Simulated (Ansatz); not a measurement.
Other spins and charges of B–BH–F, triplet at one geometry

Geometry (PBE0/def2-TZVP stationary point for this spin, not checked as a minimum):

```yaml
atoms:
  - { symbol: B, position_ang: [0.0000, -0.2860, 1.6155] }
  - { symbol: B, position_ang: [0.0000, 0.4445, 0.1548] }
  - { symbol: F, position_ang: [0.0000, -0.1777, -1.0181] }
  - { symbol: H, position_ang: [0.0000, 1.6488, 0.2021] }
```

Basis cc-pVTZ; Ansatz 0.2.0. Only valence electrons are correlated (noble-gas cores frozen). R marks a restricted (for open shells ROHF) determinant, U an unrestricted one.

Gaps are energies of the second state less the first, at fixed atoms, for a selection of the levels run; each method lands on the state that its own search finds for that charge and spin.

PBE gives 9.194 eV for removing an electron, to the doublet. Estimate what UCCSDT(Q) gives in cc-pVTZ.

UCCSDT(Q) in cc-pVTZ gives 9.067 eV, so against it PBE is off by 0.127 eV, of which a good part can be the reference's own basis and frozen-core error.

```tsv
level	gap (eV)	error (meV)
RHF	8.621	-446
UHF	8.630	-437
RCCSD	9.046	-21
RCCSD(T)	9.059	-8
UCCSD(T)	9.059	-8
UCCSDT	9.067	0
r2SCAN	9.322	255
PBE0	9.254	187
B3LYP	9.176	109
wB97M-V	9.040	-27
```

PBE gives 11.785 eV for removing an electron, to the quartet. Estimate what UCCSDT(Q) gives in cc-pVTZ.

UCCSDT(Q) in cc-pVTZ gives 12.289 eV, so against it PBE is off by -0.504 eV, of which a good part can be the reference's own basis and frozen-core error.

| level | gap (eV) | error (meV) |
| --- | --- | --- |
| RHF | 11.759 | -530 |
| UHF | 11.576 | -713 |
| RMP2 | 12.194 | -95 |
| UMP2 | 12.235 | -54 |
| RCCSD | 12.341 | 52 |
| UCCSD | 12.336 | 47 |
| RCCSD(T) | 12.296 | 7 |
| UCCSD(T) | 12.299 | 10 |
| BCCD(T) | 12.299 | 10 |
| RCCSDT | 12.296 | 7 |
| UCCSDT | 12.296 | 7 |
| RCCSDT(Q) | 12.297 | 8 |
| r2SCAN | 11.821 | -468 |
| PBE0 | 12.043 | -246 |
| B3LYP | 12.125 | -164 |
| wB97M-V | 12.204 | -85 |
| RPA-PBE | 12.274 | -15 |

Quintet less triplet: 4.260 eV at UCCSDT(Q).

| level | gap (eV) | error (meV) |
| --- | --- | --- |
| RHF | 3.732 | -528 |
| UHF | 3.695 | -565 |
| RMP2 | 4.259 | -1 |
| UMP2 | 4.232 | -28 |
| RCCSD | 4.280 | 20 |
| UCCSD | 4.278 | 18 |
| RCCSD(T) | 4.266 | 6 |
| UCCSD(T) | 4.265 | 5 |
| BCCD(T) | 4.263 | 3 |
| RCCSDT | 4.262 | 2 |
| UCCSDT | 4.262 | 2 |
| RCCSDT(Q) | 4.265 | 5 |
| PBE | 3.860 | -400 |
| r2SCAN | 3.761 | -499 |
| PBE0 | 4.022 | -238 |
| B3LYP | 4.305 | 45 |
| wB97M-V | 4.379 | 119 |
| RPA-PBE | 4.191 | -69 |

Full CI isn't at hand for all of this; UCCSDT(Q) serves as the reference, and is uncertain by about the last step of the cluster series. The frozen core follows each run's orbitals, which can shift R against U totals by a few meV.
